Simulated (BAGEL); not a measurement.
**C3H3FN− (SMILES C[C-](F)C#N): HF/STO-3G (density fitting with qzvpp-jkfit)**

Aim: the vertical ionisation energy of C3H3FN− at HF/STO-3G (density fitting with qzvpp-jkfit), from 2 runs. 

The results are computed with BAGEL 1.2.2.

2 further runs of the same task are left out: 2 set aside as unsound or not needed.

**1. The system as given**

C3H3FN−: 8 atoms, total charge -1, spin state singlet. As SMILES, `C[C-](F)C#N`. Geometry: relaxed at GFN2-xTB.

Bond lengths: C1–C2 1.506 Å, C2–F3 1.454 Å, C2–C4 1.365 Å, C4–N5 1.174 Å, C1–H6 1.106 Å, C1–H7 1.096 Å, C1–H8 1.091 Å. Angles: C1–C2–F3 109.5°, C1–C2–C4 119.9°, F3–C2–C4 114.3°, C2–C4–N5 167.3°, C2–C1–H6 114.2°, C2–C1–H7 110.4°, C2–C1–H8 108.6°, H6–C1–H7 107.1°, H6–C1–H8 107.9°, H7–C1–H8 108.3°.

**2. The energy at HF/STO-3G (density fitting with qzvpp-jkfit)**

The input, input.json:

```json
{ "bagel" : [

{
  "title" : "molecule",
  "basis" : "sto-3g",
  "df_basis" : "qzvpp-jkfit",
  "angstrom" : true,
  "geometry" : [
    { "atom" : "C", "xyz" : [      -0.478520,      -0.666750,       0.508180 ] },
    { "atom" : "C", "xyz" : [       0.575830,       0.004080,      -0.332850 ] },
    { "atom" : "F", "xyz" : [       1.841380,       0.005730,       0.383790 ] },
    { "atom" : "C", "xyz" : [       0.291810,       1.175690,      -0.973520 ] },
    { "atom" : "N", "xyz" : [       0.047490,       2.032960,      -1.737040 ] },
    { "atom" : "H", "xyz" : [      -0.634890,      -0.199430,       1.497930 ] },
    { "atom" : "H", "xyz" : [      -0.216430,      -1.716450,       0.684930 ] },
    { "atom" : "H", "xyz" : [      -1.426670,      -0.635830,      -0.031410 ] }
  ]
},

{
  "title" : "hf",
  "charge" : -1
},

{
  "title" : "print",
  "file" : "orbitals.molden",
  "orbitals" : true
}

]}
```

On the command line:

```console
$ BAGEL_NUM_THREADS=1 BAGEL input.json > input.out
```

The program printed:

```text
* using 1 threads per process

  ===============================================================
  ===============================================================

  *** Geometry ***

  { "atom" : "C", "xyz" : [     -0.904272,     -1.259975,      0.960321 ] },
  { "atom" : "C", "xyz" : [      1.088161,      0.007710,     -0.628995 ] },
  { "atom" : "F", "xyz" : [      3.479704,      0.010828,      0.725258 ] },
  { "atom" : "C", "xyz" : [      0.551441,      2.221732,     -1.839686 ] },
  { "atom" : "N", "xyz" : [      0.089743,      3.841738,     -3.282530 ] },
  { "atom" : "H", "xyz" : [     -1.199768,     -0.376868,      2.830677 ] },
  { "atom" : "H", "xyz" : [     -0.408993,     -3.243620,      1.294330 ] },
  { "atom" : "H", "xyz" : [     -2.696016,     -1.201545,     -0.059356 ] },

  Number of auxiliary basis functions:      433

  Since a DF basis is specified, we compute 2- and 3-index integrals:
    o Being stored without compression. Storage requirement is 0.003 GB

  Number of basis functions:       28
  Number of electrons      :       37

    * METHOD: MOLECULE                             0.11

  *** RHF ***

  === Nuclear Repulsion ===
   146.4171635415

      * DIIS with orbital gradients will be used.

  === RHF iteration (sto-3g) ===
      0       -265.37673896          0.02464331           0.01
      1       -265.44345970          0.02120835           0.01
      2       -265.51942814          0.00252717           0.01
      3       -265.52227733          0.00076907           0.01
      4       -265.52259725          0.00033790           0.01
      5       -265.52267575          0.00014202           0.01
      6       -265.52269133          0.00005598           0.01
      7       -265.52269422          0.00002262           0.01
      8       -265.52269452          0.00001324           0.01
      9       -265.52269457          0.00000509           0.01
     10       -265.52269459          0.00000241           0.01
     11       -265.52269459          0.00000118           0.01
     12       -265.52269459          0.00000046           0.01
     13       -265.52269459          0.00000023           0.01
     14       -265.52269459          0.00000013           0.01
     15       -265.52269459          0.00000007           0.01
     16       -265.52269459          0.00000002           0.01
     17       -265.52269459          0.00000001           0.01
     18       -265.52269459          0.00000001           0.01
    * SCF iteration converged.

    * Permanent dipole moment:
           (    0.156689,     0.763238,    -1.034242) a.u.

    * METHOD: HF                                   0.27

    * METHOD: PRINT                                0.00

  ===============================================================
```

Run time: 0.54 s. Hardware: 1 thread of Arm Neoverse V2, shared host.

**3. Doublet neutral C3H3FN**

The input, hf.json:

```json
{ "bagel" : [

{
  "title" : "molecule",
  "basis" : "sto-3g",
  "df_basis" : "qzvpp-jkfit",
  "angstrom" : "true",
  "geometry" : [
    { "atom" : "C", "xyz" : [      -0.478520,      -0.666750,       0.508180 ] },
    { "atom" : "C", "xyz" : [       0.575830,       0.004080,      -0.332850 ] },
    { "atom" : "F", "xyz" : [       1.841380,       0.005730,       0.383790 ] },
    { "atom" : "C", "xyz" : [       0.291810,       1.175690,      -0.973520 ] },
    { "atom" : "N", "xyz" : [       0.047490,       2.032960,      -1.737040 ] },
    { "atom" : "H", "xyz" : [      -0.634890,      -0.199430,       1.497930 ] },
    { "atom" : "H", "xyz" : [      -0.216430,      -1.716450,       0.684930 ] },
    { "atom" : "H", "xyz" : [      -1.426670,      -0.635830,      -0.031410 ] }
  ]
},

{ "title" : "uhf", "nopen" : 1 },

{ "title" : "print", "file" : "orbitals.molden", "orbitals" : "true" }

]}
```

On the command line:

```console
$ BAGEL_NUM_THREADS=1 BAGEL hf.json > hf.out
```

The program printed:

```text
* using 1 threads per process

  ===============================================================
  ===============================================================

  *** Geometry ***

  { "atom" : "C", "xyz" : [     -0.904272,     -1.259975,      0.960321 ] },
  { "atom" : "C", "xyz" : [      1.088161,      0.007710,     -0.628995 ] },
  { "atom" : "F", "xyz" : [      3.479704,      0.010828,      0.725258 ] },
  { "atom" : "C", "xyz" : [      0.551441,      2.221732,     -1.839686 ] },
  { "atom" : "N", "xyz" : [      0.089743,      3.841738,     -3.282530 ] },
  { "atom" : "H", "xyz" : [     -1.199768,     -0.376868,      2.830677 ] },
  { "atom" : "H", "xyz" : [     -0.408993,     -3.243620,      1.294330 ] },
  { "atom" : "H", "xyz" : [     -2.696016,     -1.201545,     -0.059356 ] },

  Number of auxiliary basis functions:      433

  Since a DF basis is specified, we compute 2- and 3-index integrals:
    o Being stored without compression. Storage requirement is 0.003 GB

  Number of basis functions:       28
  Number of electrons      :       37

    * METHOD: MOLECULE                             0.11

  *** Open-shell HF ***

  === Nuclear Repulsion ===
   146.4171635415

      * DIIS with orbital gradients will be used.

  === UHF iteration (sto-3g) ===
      0       -265.42650776          0.06188354           0.02
      1       -265.52093020          0.05409157           0.02
      2       -265.55661416          0.04850645           0.02
      3       -265.65676085          0.00264790           0.02
      4       -265.65989416          0.00129028           0.02
      5       -265.66249302          0.00069803           0.02
      6       -265.66414117          0.00055512           0.02
      7       -265.66622204          0.00035041           0.02
      8       -265.66844168          0.00009612           0.02
      9       -265.66874369          0.00007538           0.02
     10       -265.66902240          0.00006049           0.02
     11       -265.66954301          0.00005029           0.02
     12       -265.66987319          0.00003728           0.02
     13       -265.67002773          0.00002076           0.02
     14       -265.67003341          0.00001095           0.02
     15       -265.67003518          0.00000441           0.02
     16       -265.67003514          0.00000318           0.02
     17       -265.67003523          0.00000188           0.02
     18       -265.67003527          0.00000098           0.02
     19       -265.67003526          0.00000062           0.02
     20       -265.67003529          0.00000031           0.02
     21       -265.67003530          0.00000022           0.02
     22       -265.67003530          0.00000011           0.02
     23       -265.67003530          0.00000005           0.02
     24       -265.67003530          0.00000003           0.02
     25       -265.67003530          0.00000001           0.02
     26       -265.67003530          0.00000001           0.02
    * SCF iteration converged.

    * S^2 (UHF) is 1.1199

    * Permanent dipole moment:
           (    0.280039,     0.725938,    -0.480450) a.u.

    * METHOD: UHF                                  0.67

    * METHOD: PRINT                                0.00

  ===============================================================
```

Run time: 0.92 s. Hardware: 1 thread of Arm Neoverse V2, shared host.

**4. Results**

Level: HF/STO-3G (density fitting with qzvpp-jkfit).

| quantity | value |
| --- | --- |
| singlet C3H3FN−: total energy | -265.52269 Eh |
| singlet C3H3FN−: HOMO energy | 2.38 eV |
| singlet C3H3FN−: LUMO energy | 16.74 eV |
| singlet C3H3FN−: HOMO–LUMO gap (to an unbound level, set by the basis) | 14.36 eV |
| doublet neutral C3H3FN: total energy | -265.67004 Eh |
| doublet neutral C3H3FN: dipole moment | 2.32 D |
| doublet neutral C3H3FN: ⟨S²⟩ | 1.120 |
| vertical detachment energy (to the doublet neutral) | -4.009 eV |

The species is unbound against losing an electron at this level, by 4.01 eV (−92 kcal/mol); missing correlation or diffuse functions can give that sign where the real anion is bound. In a minimal basis such a difference can be off by several eV, whatever the method. The HOMO (singlet C3H3FN−) lies at positive energy, 2.38 eV: the electron is unbound at this level or held by a compact basis; values depend on the basis. ⟨S²⟩ (doublet neutral C3H3FN) is 1.12 where a pure doublet has 0.75: the reference is spin-contaminated.
